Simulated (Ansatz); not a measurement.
# Pulling the pair apart

The pair of SiH4 (SMILES [SiH4], atoms 1–5) and SiH3F (SMILES [SiH3]F, atoms 6–10), both closed shells, in one local arrangement (a lower one may exist), relaxed at PBE0-D4/def2-TZVP:

| atom | x (Å) | y (Å) | z (Å) |
| --- | --- | --- | --- |
| Si1 | 0.0283 | 0.0162 | -2.0212 |
| H2 | 1.4577 | 0.2106 | -1.6753 |
| H3 | -0.6773 | 1.3202 | -2.0397 |
| H4 | -0.6060 | -0.8819 | -1.0210 |
| H5 | -0.0715 | -0.6206 | -3.3601 |
| Si6 | -0.0329 | -0.0428 | 2.0494 |
| F7 | 0.1920 | 1.1751 | 1.0321 |
| H8 | 0.2435 | 0.4513 | 3.4187 |
| H9 | 0.9038 | -1.1314 | 1.6869 |
| H10 | -1.4377 | -0.4967 | 1.9301 |

SiH3F is shifted rigidly along the line between the mean atom positions of the two fragments (negative: closer). Counterpoise interaction energies in kcal/mol. Ansatz 0.2.0; basis: def2-TZVPPD; cores frozen in the correlated methods.

```tsv
shift (Å)	PBE-D4	r2SCAN-D4	HF
-0.41	-0.76	-0.76	2.88
-0.20	-1.45	-1.39	1.27
0.00	-1.63	-1.49	0.46
0.20	-1.56	-1.36	0.06
0.49	-1.30	-1.06	-0.15
1.02	-0.78	-0.59	-0.17
2.04	-0.23	-0.19	-0.07
4.07	-0.02	-0.03	-0.02
```

Question: What does CCSD(T) give at these shifts? (An estimate is asked for; the value comes from the calculation.)

Answer: By the calculation: -0.06, -0.90, -1.15, -1.13, -0.94, -0.55, -0.18, -0.03 kcal/mol. For zero shift, CCSD(T) at an estimated basis limit (MP2 extrapolated from triple and quadruple zeta, plus CCSD(T) − MP2 in triple zeta) gives -1.37 kcal/mol. These are counterpoise interaction energies, counted from the two frozen fragments.

T1 diagnostic: at most 0.012.

For scale, one of the runs: CCSD(T)/def2-TZVPPD, 255 basis functions, launched by `ansatz run in.yaml --threads 4 --pin off --events-out ev --progress --plain --max-ram 9574MiB`. The run took 54 s on 4 CPU threads of an Arm Neoverse V2 (shared host), with 5.3 GiB of host memory at its peak.
